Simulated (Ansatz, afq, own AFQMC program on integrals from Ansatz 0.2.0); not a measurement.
AFQMC on a folder of integrals that Ansatz 0.2.0 wrote.

```yaml
crystal:
  periodic: [false, false, false]
  atoms:
    - {symbol: Mg, position_ang: [0.000000, 0.000000, 0.000000]}
    - {symbol: Mg, position_ang: [0.000000, 0.000000, 2.765800]}
basis:
  gaussian: {orbitals: cc-pVDZ}
total_charge: 1
magnetization: {spin_polarized: true, initial_magnetization: 1}
correlation: {method: ccsd_t, electrons: outside_noble_gas, hamiltonian_folder: ham}
```

```sh
$ ansatz run in.yaml --threads 1 --pin off --events-out ev --progress --plain --max-ram 1382MiB
```

Options of the walk:

```
--method phaseless --trial cisd --walkers 100 --populations 1 --least-time 40 --time-step 0.005 --steps-per-block 50 --equilibration-blocks 28 --max-blocks 300 --target-error 0.00021 --factor-cut 1e-05 --start spin_pure --seed 9647 --release-times 0.24,0.51,0.99,1.62,2.4 --release-step 0.03 --release-every 4 --taylor-order 6
```

Times are imaginary, in 1/Eh. The walk had a cap of 499 s.

Output of the walk:

```
orbitals 26  electrons 2 1  factors 178 of 328
reference energy -399.01021158 Eh
CCSD correlation -0.03682621 Eh in 11 cycles, weight of the determinant in the CISD state 0.9081
energy of the start -399.046838 Eh
 block  time / (1/Eh)  mean weight  energy / Eh
     1     0.250  1.0004  -399.046886
     2     0.500  0.9999  -399.046942
     3     0.750  1.0001  -399.046993
     4     1.000  1.0000  -399.047017
     5     1.250  1.0001  -399.047044
    10     2.500  0.9999  -399.047391
    29     7.250  1.0002  -399.047933
    49    12.250  0.9998  -399.047741
    69    17.250  1.0008  -399.047416
    81    20.250  1.0001  -399.047273
    89    22.250  1.0001  -399.048026
   109    27.250  1.0000  -399.047890
   129    32.250  0.9998  -399.048185
   149    37.250  1.0000  -399.047696
   165    41.250  1.0007  -399.048411
   169    42.250  1.0003  -399.048044
   185    46.250  0.9999  -399.047845
blocks merged  error / Eh  count
     1  0.000018  160
     2  0.000023  80
     4  0.000026  40
     8  0.000030  20
    16  0.000034  10
released: time / (1/Eh)  energy / Eh  error  mean overlap
  0.24  -399.047840  0.000037  0.9998
  0.51  -399.047841  0.000033  0.9945
  0.99  -399.047877  0.000031  0.9984
  1.62  -399.047864  0.000042  0.9994
  2.40  -399.047896  0.000039  1.0023
energy -399.047883 +/- 0.000030 Eh
(rows thinned)
```

The run passed its tests (sampling time, drift between the halves within three errors, error under three times the target), which doesn't prove that it has relaxed.

Against this walk (error 0.8 meV) on the same determinant: CCSD(T) 7.8 meV higher, full CI 1.6 meV lower (within the noise). The error is statistical and leaves out the bias of the constraint. The determinant has ⟨S²⟩ = 0.89, so the low cluster orders mix in higher spin, while the walk starts as a pure doublet. Released to 2.40 1/Eh the energy moves by -0.4 ± 1.3 meV (both errors), within twice the noise.

Cautions: constraint bias not in the error; strong correlation (T1 0.056, weight of the determinant 0.91, largest double 0.13); unrestricted determinant spin contaminated (⟨S²⟩ 0.89 against 0.75); the bias of populations of 100 walkers isn't removed.

The walk took 82 s on 1 thread of Arm Neoverse V2, on a shared host. The log's last line is the phaseless energy.

A walk keeps the symmetry of its determinant, which the program's search chose and which needn't be the lowest solution, so a lower state of the same spin and another symmetry isn't excluded.
